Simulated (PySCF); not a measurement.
## Which determinant of SN lies lowest?

Unrestricted PBE0; PySCF, no relativity, basis sets S pcseg-1, N pcseg-1. Outer shells of the fragments: S 3s2 3p4; N 2s2 2p3.

Followed along the bond (rough minima from three points):

```tsv
2Ms+1	unpaired	⟨S²⟩ at the start	R at minimum (Å)	Te (eV)
2	π ↑	0.79	1.51	0.00
4	π ↑↑↑	3.76	none in the scan	≤ 2.57
```

Solutions found at the starting distance of 1.640 Å, counted from the lowest of them; the search is not exhaustive and high or unbound solutions are not listed, so other states can lie among these:

```
2Ms+1     unpaired   term  E (eV)  ⟨S²⟩  ⟨Lz²⟩  μ (D)
    2          π ↑     ²Π    0.00  0.79   1.00  -1.55
    4        π ↑↑↑     ⁴Π    2.30  3.76   1.00  -1.55
    2        π ↑↑↓  mixed    2.87  1.76   3.02  -1.61
    4    σ ↑, π ↑↑    ⁴Σ⁻    3.03  3.76   0.00  -0.48
    2    σ ↑, π ↑↓  mixed    3.85  1.76   2.01  -0.83
    2    σ ↓, π ↑↑  mixed    3.98  1.77   0.00  -0.89
    4    σ ↑, π ↑↑  mixed    7.00  3.75   2.01  -0.99
    4    σ ↑, π ↑↑  mixed    7.20  3.76   2.01  -0.21
    6  σ ↑, π ↑↑↑↑    ⁶Σ⁺    9.09  8.75   0.00  -0.57
```

A term symbol is given only where ⟨S²⟩ and ⟨Lz²⟩ are close to those of a pure state; real π, δ and φ orbitals otherwise mix terms. A positive dipole means S(−)N(+).

Counting both spins, an empty level lies below a filled one in some of these solutions, because spin and occupation are held.
